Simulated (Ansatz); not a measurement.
Compare A (`C1CNC1`) with its isomer B (`CC(C)=N`).

Gas-phase electronic energies from Ansatz, PBE0-D4/def2-TZVP geometries. CBS: MP2 limit from def2 TZ/QZ plus the TZ coupled-cluster correction, frozen cores. DFT in def2-TZVPP. B3LYP here is the variant with VWN-RPA as its local correlation; programs differ in this. One conformer a species, not always the lowest.

A:

Z-matrix (Å, degrees):
```
C
C 1 1.537
C 1 1.537 2 85.6
H 1 1.090 2 112.1 3 -112.1
H 1 1.089 2 117.8 3 119.2
N 2 1.472 1 88.6 3 19.1
H 2 1.099 1 111.6 3 -96.3
H 2 1.093 1 118.0 3 136.7
H 3 1.093 1 118.0 2 -136.7
H 3 1.099 1 111.6 2 96.3
H 6 1.012 2 115.9 1 -139.3
```

B:

```xyz
11

C     0.983   -0.760   -0.156
C    -0.131    0.229   -0.347
C    -0.972    0.506    0.860
N    -0.397    0.827   -1.433
H     1.555   -0.903   -1.074
H     1.662   -0.423    0.633
H     0.585   -1.727    0.165
H    -1.752    1.225    0.617
H    -0.356    0.900    1.674
H    -1.430   -0.417    1.229
H     0.253    0.545   -2.167
```

Question: Which isomer does CCSD(T)/CBS put lower? Give the gap. (Best estimate.)

Answer: Ansatz gave: B, by 95.0 kJ/mol.

Question: Give E(B) − E(A) in kJ/mol with BLYP-D4, LDA (SPW92), r2SCAN-D4, B3LYP-D4, CCSD(T)/def2-SVP, PBE-D4, PBE0-D4. (Best estimate.)

Answer: Ansatz gave: BLYP-D4 -113.3, LDA (SPW92) -74.6, r2SCAN-D4 -100.0, B3LYP-D4 -104.9, CCSD(T)/def2-SVP -96.7, PBE-D4 -91.8, PBE0-D4 -83.5. None reverses the order clearly.

Question: Does the order hold for the free energy at 298.15 K (harmonic terms from PBE0-D4)? (Best estimate.)

Answer: Ansatz gave: Yes: G(B) − G(A) = -107.7 kJ/mol, for one conformer each.

Largest T1 diagnostic: 0.011.

From r2SCAN to r2SCAN0 (25 % exact exchange), in def2-TZVPP and without D4, E(B) − E(A) moves by +9.1 kJ/mol. Leaving LDA and LC-ωPBE aside and taking each functional with its dispersion term where it has one, the values, not all of them listed here, spread over 32.1 kJ/mol, from BLYP-D4 to PBE-QIDH. LDA lies +17.6 kJ/mol from PBE without D4.
